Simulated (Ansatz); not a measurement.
`O=NO` + H• → `[O]N=O`• + H₂  (hydrogen abstraction from the O–H bond)

Program: Ansatz. Geometries: PBE0-D4/def2-TZVP. ΔE: electronic, gas phase. CBS: def2 TZ/QZ extrapolation, frozen cores. DFT in def2-TZVPP. B3LYP here is the variant with VWN-RPA as its local correlation; programs differ in this. Open shells (•) are unrestricted, without spin–orbit coupling. Each species was taken in one conformer, which may not be the lowest.

```csv
level,ΔE (kJ/mol)
B3LYP-D4,-124.5
BHLYP-D4,-106.5
r2SCAN0,-118.9
SCS-MP2/def2-TZVPP,-103.8
MP2/CBS(def2),-103.7
MP2/cc-pV(D+d)Z,-112.7
MP2/cc-pV(T+d)Z,-107.8
MP2/cc-pV(Q+d)Z,-106.4
```

Problem. What does CCSD(T)/CBS give? (An estimate is asked.)

Solution. Ansatz gave: -99.2 kJ/mol. The listed levels differ from it by -25.3, -7.3, -19.7, -4.6, -4.5, -13.5, -8.6, -7.2 kJ/mol.

Largest T1 diagnostic among the species: 0.024, so the coupled-cluster value is less sure than usual.

From r2SCAN to r2SCAN0 (25 % exact exchange), in def2-TZVPP and without D4, ΔE moves by +10.2 kJ/mol. At CCSD(T), def2-SVP lies −9.5 kJ/mol from the extrapolated value and def2-TZVPP −2.9 kJ/mol. In def2-TZVPP, CCSD(T) changes the Hartree–Fock value by −45.6 kJ/mol (the triples alone add −8.6 kJ/mol) and MP2 by −50.6 kJ/mol.
